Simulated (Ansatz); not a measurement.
# hcp Co

The numbers are results of PBEsol (Ansatz, a first-principles code, PAW), not measurements.

Numerical settings: plane-wave cutoff 500 eV, 24×24×1 k mesh (along the axes of the cell as run), Fermi–Dirac smearing 0.1 eV, scalar-relativistic PAW data made under PBE.

Cell: relaxed at this level.

```
Item                                    Value
----------------------------------  ---------
surface energy of the (10-11) face  2.87 J/m²
work function of the (10-11) face     4.97 eV
```

The slab of 16 atoms is relaxed and unreconstructed.

Computed values are for the static lattice.
